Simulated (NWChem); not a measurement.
System: CS; SMILES [C-]#[S+]

NWChem printed, in part:

```
             Northwest Computational Chemistry Package (NWChem) 7.3.0
             --------------------------------------------------------

 ORDER OF PRIMARY AXIS IS BEING SET TO 4
 C4V symmetry detected

                             Geometry "geometry" -> ""
                             -------------------------

 Output coordinates in angstroms (scale by  1.889725989 to convert to a.u.)

  No.       Tag          Charge          X              Y              Z
 ---- ---------------- ---------- -------------- -------------- --------------
    1 C                    6.0000     0.00000000     0.00000000    -1.11647127
    2 S                   16.0000     0.00000000     0.00000000     0.41867673

 Effective nuclear repulsion energy (a.u.)      33.0919337445

      Symmetry information
      --------------------

 Group name             C4v
 Group number             18
 Group order               8
 No. of unique centers     2

                                 NWChem DFT Module
                                 -----------------

 Summary of "ao basis" -> "ao basis" (spherical)
 ------------------------------------------------------------------------------
       Tag                 Description            Shells   Functions and Types
 ---------------- ------------------------------  ------  ---------------------
 C                           6-31g*                  6       14   3s2p1d
 S                           6-31g*                  8       18   4s3p1d

      Symmetry analysis of basis
      --------------------------

        a1         14
        a2          0
        b1          2
        b2          2
        e          14

            General Information
            -------------------
          SCF calculation type: DFT
          Wavefunction type:  closed shell.
          No. of atoms     :     2
          No. of electrons :    22
           Alpha electrons :    11
            Beta electrons :    11
          Charge           :     0
          Spin multiplicity:     1
          Use of symmetry is: on ; symmetry adaption is: on
          Maximum number of iterations: 150
          AO basis - number of functions:    32
                     number of shells:    14
          Convergence on energy requested:  1.00D-06
          Convergence on density requested:  1.00D-05
          Convergence on gradient requested:  5.00D-04

              XC Information
              --------------
                         B3LYP Method XC Potential
                     Hartree-Fock (Exact) Exchange  0.200
                        Slater Exchange Functional  0.800 local
                    Becke 1988 Exchange Functional  0.720 non-local
              Lee-Yang-Parr Correlation Functional  0.810
                  VWN I RPA Correlation Functional  0.190 local

             Grid Information
             ----------------
          Grid used for XC integration:  medium
          Radial quadrature: Mura-Knowles
          Angular quadrature: Lebedev.
          Tag              B.-S. Rad. Rad. Pts. Rad. Cut. Ang. Pts.
          ---              ---------- --------- --------- ---------
          C                   0.70       49           7.0       434
          S                   1.00       88           6.0       590
          Grid pruning is: on
          Number of quadrature shells:   137
          Spatial weights used:  Erf1

      Superposition of Atomic Density Guess
      -------------------------------------

 Sum of atomic energies:        -435.11593510

      Non-variational initial energy
      ------------------------------

 Total energy =    -435.425608
 1-e energy   =    -665.513909
 2-e energy   =     196.996366
 HOMO         =      -0.295817
 LUMO         =      -0.021163

      Symmetry analysis of molecular orbitals - initial
      -------------------------------------------------

 !! scf_movecs_sym_adapt:    4 vectors were symmetry contaminated

  Symmetry fudging

 !! scf_movecs_sym_adapt:    2 vectors were symmetry contaminated

  Numbering of irreducible representations:

     1 a1          2 a2          3 b1          4 b2          5 e

  Orbital symmetries:

     1 a1          2 a1          3 a1          4 a1          5 e
     6 e           7 a1          8 a1          9 e          10 e
    11 a1         12 e          13 e          14 a1         15 a1
    16 e          17 e          18 a1         19 a1         20 e
    21 e

     ---------------------------------------------
      Total Density - Mulliken Population Analysis
     ---------------------------------------------

    Atom       Charge   Shell Charges
 -----------   ------   -------------------------------------------------------
    1 C    6     5.91   2.00  0.83  1.22  1.00  0.83  0.03
    2 S   16    16.09   2.00  2.00  5.98  1.36  2.94  0.54  1.23  0.05

   convergence    iter        energy       DeltaE   RMS-Dens  Diis-err
 ---------------- ----- ----------------- --------- --------- ---------
 d= 0,ls=0.0,diis     1   -436.1780801636 -4.69D+02  2.30D-02  2.09D-01
 d= 0,ls=0.0,diis     2   -436.0967920540  8.13D-02  1.99D-02  7.60D-01
 d= 0,ls=0.0,diis     3   -436.1969004869 -1.00D-01  6.72D-03  4.94D-02
 d= 0,ls=0.0,diis     4   -436.2046317665 -7.73D-03  1.17D-03  1.48D-03
 d= 0,ls=0.0,diis     5   -436.2048716790 -2.40D-04  1.29D-04  2.80D-05
  Resetting Diis
 d= 0,ls=0.0,diis     6   -436.2048762648 -4.59D-06  2.66D-05  3.85D-07
 d= 0,ls=0.0,diis     7   -436.2048763271 -6.22D-08  1.36D-05  3.05D-08
 d= 0,ls=0.0,diis     8   -436.2048762980  2.91D-08  9.70D-06  2.19D-07

         Total DFT energy =     -436.204876298006
      One electron energy =     -665.973584817902
           Coulomb energy =      227.686919807888
    Exchange-Corr. energy =      -31.010145032472
 Nuclear repulsion energy =       33.091933744480

 Numeric. integr. density =       22.000001252737

                  Occupations of the irreducible representations
                  ----------------------------------------------

[...]
```

Level: B3LYP/6-31G* (spherical d). Structure relaxed at the PBE0/def2-SVP level. B3LYP is NWChem's, with the RPA form of VWN correlation.

Problem. Reconstruct the input file.

Solution. This is not unique; one that fits is the input that was run:
```
start job
memory heap 200 mb stack 900 mb global 1100 mb
geometry units angstroms noautoz
  C      0.000000     0.000000    -1.113286
  S      0.000000     0.000000     0.421862
end
basis spherical
  * library 6-31g*
end
dft
  xc b3lyp
  iterations 150
  mulliken
end
task dft energy
```
